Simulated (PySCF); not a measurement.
Species: C5H9F.
Atom-mapped SMILES: `[CH3:1]/[CH:2]=[C:3](/[CH3:4])[CH2:5][F:6]` (hydrogens: H7, H8, H9 on C1; H10 on C2; H11, H12, H13 on C4; H14, H15 on C5)

The same species was optimised twice, with GFN2-xTB and with PBE0-D3(BJ)/def2-SVP (PySCF), and the same property calculations (PySCF, gas phase) were run on both structures.

```
     coordinate  GFN2-xTB  PBE0-D3(BJ)/def2-SVP  change
      C2=C3 (Å)     1.327                 1.342  +0.015
      C3–C5 (Å)     1.504                 1.498  -0.006
      C3–C4 (Å)     1.501                 1.499  -0.002
      C5–F6 (Å)     1.381                 1.379  -0.002
      C1–C2 (Å)     1.493                 1.493   0.000
   C2–C3–C5 (°)     124.5                 123.5    -1.0
   C4–C3–C5 (°)     113.5                 114.4    +0.9
   C1–C2–C3 (°)     128.8                 128.6    -0.2
   C3–C5–F6 (°)     110.7                 110.6    -0.1
   C2–C3–C4 (°)     122.1                 122.1     0.0
C2–C3–C5–F6 (°)       128                   133      +5
```

Rotational constants: A = 5006, B = 2455, C = 1777 MHz (GFN2-xTB) against A = 5064, B = 2434, C = 1764 MHz (PBE0-D3(BJ)/def2-SVP). Point groups within 0.08 Å: C1 and C1.

On the GFN2-xTB structure: lowest singlet, TDDFT (eV) 6.87 [CAM-B3LYP/def2-SVPD]; isotropic polarisability (au) 63.5 [CAM-B3LYP/def2-SVPD]; HOMO (eV) -8.50 [CAM-B3LYP/def2-SVPD]; LUMO (eV) 1.22 [CAM-B3LYP/def2-SVPD]; dipole (D) 2.03 [CAM-B3LYP/def2-SVPD]; HOMO (eV) -7.15 [PBE0/pcSseg-1]; LUMO (eV) 0.37 [PBE0/pcSseg-1]; dipole (D) 1.95 [PBE0/pcSseg-1]; GIAO shielding of C1 (ppm) 170.2 [PBE0/pcSseg-1]; GIAO shielding of C2 (ppm) 55.6 [PBE0/pcSseg-1]; GIAO shielding of C3 (ppm) 46.5 [PBE0/pcSseg-1]; GIAO shielding of C4 (ppm) 163.4 [PBE0/pcSseg-1]; GIAO shielding of C5 (ppm) 104.5 [PBE0/pcSseg-1]; GIAO shielding of F6 (ppm) 422.9 [PBE0/pcSseg-1].

Question: What do these properties become on the PBE0-D3(BJ)/def2-SVP structure?

Answer: 
```json
{"property": "lowest singlet, TDDFT (eV)", "level": "CAM-B3LYP/def2-SVPD", "on GFN2-xTB": "6.87", "on PBE0-D3(BJ)/def2-SVP": "6.77", "change": "-0.10"}
{"property": "isotropic polarisability (au)", "level": "CAM-B3LYP/def2-SVPD", "on GFN2-xTB": "63.5", "on PBE0-D3(BJ)/def2-SVP": "64.7", "change": "+1.2"}
{"property": "HOMO (eV)", "level": "CAM-B3LYP/def2-SVPD", "on GFN2-xTB": "-8.50", "on PBE0-D3(BJ)/def2-SVP": "-8.40", "change": "+0.10"}
{"property": "LUMO (eV)", "level": "CAM-B3LYP/def2-SVPD", "on GFN2-xTB": "1.22", "on PBE0-D3(BJ)/def2-SVP": "1.17", "change": "-0.05"}
{"property": "dipole (D)", "level": "CAM-B3LYP/def2-SVPD", "on GFN2-xTB": "2.03", "on PBE0-D3(BJ)/def2-SVP": "1.99", "change": "-0.04"}
{"property": "energy, GFN2-xTB geometry as zero (kcal/mol)", "level": "CAM-B3LYP/def2-SVPD", "on GFN2-xTB": "0.0", "on PBE0-D3(BJ)/def2-SVP": "-0.5", "change": "-0.5"}
{"property": "HOMO (eV)", "level": "PBE0/pcSseg-1", "on GFN2-xTB": "-7.15", "on PBE0-D3(BJ)/def2-SVP": "-7.06", "change": "+0.09"}
{"property": "LUMO (eV)", "level": "PBE0/pcSseg-1", "on GFN2-xTB": "0.37", "on PBE0-D3(BJ)/def2-SVP": "0.29", "change": "-0.08"}
{"property": "dipole (D)", "level": "PBE0/pcSseg-1", "on GFN2-xTB": "1.95", "on PBE0-D3(BJ)/def2-SVP": "1.90", "change": "-0.05"}
{"property": "energy, GFN2-xTB geometry as zero (kcal/mol)", "level": "PBE0/pcSseg-1", "on GFN2-xTB": "0.0", "on PBE0-D3(BJ)/def2-SVP": "-0.4", "change": "-0.4"}
{"property": "GIAO shielding of C1 (ppm)", "level": "PBE0/pcSseg-1", "on GFN2-xTB": "170.2", "on PBE0-D3(BJ)/def2-SVP": "168.5", "change": "-1.7"}
{"property": "GIAO shielding of C2 (ppm)", "level": "PBE0/pcSseg-1", "on GFN2-xTB": "55.6", "on PBE0-D3(BJ)/def2-SVP": "53.9", "change": "-1.7"}
{"property": "GIAO shielding of C3 (ppm)", "level": "PBE0/pcSseg-1", "on GFN2-xTB": "46.5", "on PBE0-D3(BJ)/def2-SVP": "43.1", "change": "-3.4"}
{"property": "GIAO shielding of C4 (ppm)", "level": "PBE0/pcSseg-1", "on GFN2-xTB": "163.4", "on PBE0-D3(BJ)/def2-SVP": "161.3", "change": "-2.1"}
{"property": "GIAO shielding of C5 (ppm)", "level": "PBE0/pcSseg-1", "on GFN2-xTB": "104.5", "on PBE0-D3(BJ)/def2-SVP": "103.8", "change": "-0.7"}
{"property": "GIAO shielding of F6 (ppm)", "level": "PBE0/pcSseg-1", "on GFN2-xTB": "422.9", "on PBE0-D3(BJ)/def2-SVP": "423.2", "change": "+0.3"}
```

The heavy atoms differ by 0.026 Å rms after alignment. Among bonds between heavy atoms C2=C3 changes most (+0.015 Å). Changes are differences of the printed values. Neither structure is proved a minimum here.

Shape of the structure used: `[CH3:1]/[CH:2]=[C:3](/[CH3:4])[CH2:5][F:6]`: C2–C3–C5–F6 133°.
